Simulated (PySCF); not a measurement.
Formaldehyde, CH2O.
Cartesian coordinates in Å at the CAM-B3LYP/def2-TZVP level; atoms count from 1:
```
atom  x, y, z in Å
C1     0.0012    0.0035   -0.0085
O2     1.1773   -0.2066   -0.0224
H3    -0.7392   -0.8172    0.0031
H4    -0.4089    1.0300   -0.0065
```

The calculation used PySCF 2.14.0, CAM-B3LYP/def2-TZVP geometry optimisation, gas phase.

Take the most abundant isotopes and a rigid rotor. 

What are A, B and C (cm⁻¹)?

Ia = 1.77, Ib = 12.81, Ic = 14.58 u·Å²; 505379 MHz·u·Å²/I gives 284800, 39461 and 34659 MHz, that is A = 9.49991, B = 1.31627, C = 1.15609 cm⁻¹.

What kind of rotor is it?

A near-prolate asymmetric top. Ray's parameter κ = (2B − A − C)/(A − C) = -0.962; −1 is the prolate and +1 the oblate limit.

What does the inertial defect say?

Planar: Δ = Ic − Ia − Ib = 0.00 u·Å². For a rigid frame Δ = −2 Σ m c², so it vanishes when all atoms lie in the ab plane; here none is more than 0.01 Å from it.

Predict some low-J microwave lines.

The dipole components are |μa| = 2.40 D, |μb| = 0.00 D, |μc| = 0.00 D; the symmetry axis of this C2v structure is a, so μb and μc vanish by symmetry and there are no b-type or c-type lines. Some lines, for components of 0.1 D or more:

```json
{"type": "a", "branch": "Q", "J(Ka,Kc)": "3(2,1) ← 3(2,2)", "MHz": "349", "lower level (cm⁻¹)": "47.889"}
{"type": "a", "branch": "Q", "J(Ka,Kc)": "4(2,2) ← 4(2,3)", "MHz": "1046", "lower level (cm⁻¹)": "57.777"}
{"type": "a", "branch": "Q", "J(Ka,Kc)": "1(1,0) ← 1(1,1)", "MHz": "4802", "lower level (cm⁻¹)": "10.656"}
{"type": "a", "branch": "Q", "J(Ka,Kc)": "2(1,1) ← 2(1,2)", "MHz": "14407", "lower level (cm⁻¹)": "15.441"}
{"type": "a", "branch": "Q", "J(Ka,Kc)": "3(1,2) ← 3(1,3)", "MHz": "28812", "lower level (cm⁻¹)": "22.616"}
{"type": "a", "branch": "Q", "J(Ka,Kc)": "4(1,3) ← 4(1,4)", "MHz": "48017", "lower level (cm⁻¹)": "32.180"}
{"type": "a", "branch": "R", "J(Ka,Kc)": "1(0,1) ← 0(0,0)", "MHz": "74120", "lower level (cm⁻¹)": "0.000"}
{"type": "a", "branch": "R", "J(Ka,Kc)": "2(1,2) ← 1(1,1)", "MHz": "143437", "lower level (cm⁻¹)": "10.656"}
{"type": "a", "branch": "R", "J(Ka,Kc)": "2(0,2) ← 1(0,1)", "MHz": "148169", "lower level (cm⁻¹)": "2.472"}
{"type": "a", "branch": "R", "J(Ka,Kc)": "2(1,1) ← 1(1,0)", "MHz": "153041", "lower level (cm⁻¹)": "10.816"}
{"type": "a", "branch": "R", "J(Ka,Kc)": "3(1,3) ← 2(1,2)", "MHz": "215112", "lower level (cm⁻¹)": "15.441"}
{"type": "a", "branch": "R", "J(Ka,Kc)": "3(0,3) ← 2(0,2)", "MHz": "222080", "lower level (cm⁻¹)": "7.415"}
{"type": "a", "branch": "R", "J(Ka,Kc)": "3(2,2) ← 2(2,1)", "MHz": "222359", "lower level (cm⁻¹)": "40.472"}
{"type": "a", "branch": "R", "J(Ka,Kc)": "3(2,1) ← 2(2,0)", "MHz": "222638", "lower level (cm⁻¹)": "40.474"}
{"type": "a", "branch": "R", "J(Ka,Kc)": "3(1,2) ← 2(1,1)", "MHz": "229518", "lower level (cm⁻¹)": "15.921"}
{"type": "a", "branch": "R", "J(Ka,Kc)": "4(1,4) ← 3(1,3)", "MHz": "286736", "lower level (cm⁻¹)": "22.616"}
{"type": "a", "branch": "R", "J(Ka,Kc)": "4(0,4) ← 3(0,3)", "MHz": "295781", "lower level (cm⁻¹)": "14.823"}
{"type": "a", "branch": "R", "J(Ka,Kc)": "4(2,3) ← 3(2,2)", "MHz": "296424", "lower level (cm⁻¹)": "47.889"}
{"type": "a", "branch": "R", "J(Ka,Kc)": "4(3,2) ← 3(3,1)", "MHz": "296616", "lower level (cm⁻¹)": "89.209"}
{"type": "a", "branch": "R", "J(Ka,Kc)": "4(3,1) ← 3(3,0)", "MHz": "296620", "lower level (cm⁻¹)": "89.209"}
{"type": "a", "branch": "R", "J(Ka,Kc)": "4(2,2) ← 3(2,1)", "MHz": "297121", "lower level (cm⁻¹)": "47.901"}
{"type": "a", "branch": "R", "J(Ka,Kc)": "4(1,3) ← 3(1,2)", "MHz": "305941", "lower level (cm⁻¹)": "23.577"}
```

Stationary, but not proved a minimum. Constants of a rigid frame at the computed geometry: no zero-point averaging, no centrifugal distortion.
